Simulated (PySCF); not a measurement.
Compound: C4H9 (charge +1).
Numbering: `[CH3:1][C+:2]([CH3:3])[CH3:4]` (hydrogens: H5, H6, H7 on C1; H8, H9, H10 on C3; H11, H12, H13 on C4)

The same species was optimised twice, with GFN2-xTB and with PBE0-D3(BJ)/def2-SVP (PySCF), and the same property calculations (PySCF, gas phase) were run on both structures.

```tsv
coordinate	GFN2-xTB	PBE0-D3(BJ)/def2-SVP	change
C4–H11 (Å)	1.098	1.116	+0.018
C4–H12 (Å)	1.087	1.098	+0.011
C1–C2 (Å)	1.448	1.457	+0.009
C2–C3 (Å)	1.448	1.457	+0.009
C2–C4 (Å)	1.448	1.455	+0.007
C4–H13 (Å)	1.094	1.100	+0.006
C2–C4–H11 (°)	108.4	103.0	-5.4
H12–C4–H13 (°)	110.8	113.1	+2.3
C2–C4–H13 (°)	111.2	113.3	+2.1
H11–C4–H12 (°)	108.6	106.8	-1.8
H11–C4–H13 (°)	103.3	105.0	+1.7
C1–C2–C3 (°)	120.1	120.6	+0.5
C2–C4–H12 (°)	114.0	114.4	+0.4
C1–C2–C4 (°)	120.0	119.7	-0.3
```

Rotational constants: A = 8418, B = 8408, C = 4543 MHz (GFN2-xTB) against A = 8393, B = 8276, C = 4508 MHz (PBE0-D3(BJ)/def2-SVP). Atoms that the bonding makes alike are paired by their places after alignment. End groups have turned between the structures, so H5, H6, H7, H8, H9, H10 are left out of the comparison.

On the GFN2-xTB structure: lowest triplet, Tamm–Dancoff (eV) 5.21 [B3LYP/def2-SVPD]; isotropic polarisability (au) 45.9 [B3LYP/def2-SVPD]; HOMO (eV) -16.09 [B3LYP/def2-SVPD]; LUMO (eV) -8.86 [B3LYP/def2-SVPD]; HOMO (eV) -16.33 [PBE0/pcSseg-1]; LUMO (eV) -8.68 [PBE0/pcSseg-1]; GIAO shielding of C1/C3/C4 (mean) (ppm) 134.4 [PBE0/pcSseg-1]; GIAO shielding of C2 (ppm) -163.2 [PBE0/pcSseg-1]; C1s of C2 (eV) 299.37 [delta-SCF UKS SCAN, pcX-2 on the ionised atom, pcseg-1 elsewhere, spin-free X2C].

Q: What do these properties become on the PBE0-D3(BJ)/def2-SVP structure?

A: 
```
                                    property                                                                            level  on GFN2-xTB  on PBE0-D3(BJ)/def2-SVP  change
           lowest triplet, Tamm–Dancoff (eV)                                                                  B3LYP/def2-SVPD         5.21                     5.25   +0.04
               isotropic polarisability (au)                                                                  B3LYP/def2-SVPD         45.9                     46.5    +0.6
                                   HOMO (eV)                                                                  B3LYP/def2-SVPD       -16.09                   -16.02   +0.07
                                   LUMO (eV)                                                                  B3LYP/def2-SVPD        -8.86                    -8.74   +0.12
energy, GFN2-xTB geometry as zero (kcal/mol)                                                                  B3LYP/def2-SVPD          0.0                     -0.7    -0.7
                                   HOMO (eV)                                                                    PBE0/pcSseg-1       -16.33                   -16.25   +0.08
                                   LUMO (eV)                                                                    PBE0/pcSseg-1        -8.68                    -8.55   +0.13
energy, GFN2-xTB geometry as zero (kcal/mol)                                                                    PBE0/pcSseg-1          0.0                     -0.4    -0.4
     GIAO shielding of C1/C3/C4 (mean) (ppm)                                                                    PBE0/pcSseg-1        134.4                    132.4    -2.0
                  GIAO shielding of C2 (ppm)                                                                    PBE0/pcSseg-1       -163.2                   -158.6    +4.6
                              C1s of C2 (eV)  delta-SCF UKS SCAN, pcX-2 on the ionised atom, pcseg-1 elsewhere, spin-free X2C       299.37                   299.37    0.00
```

The heavy atoms differ by 0.010 Å rms after alignment. Among the bonds compared C4–H11 changes most (+0.018 Å). Changes are differences of the printed values. Neither structure is proved a minimum here. Geometry: PBE0-D3(BJ)/def2-SVP; no solvent, vibrations or thermal averaging.
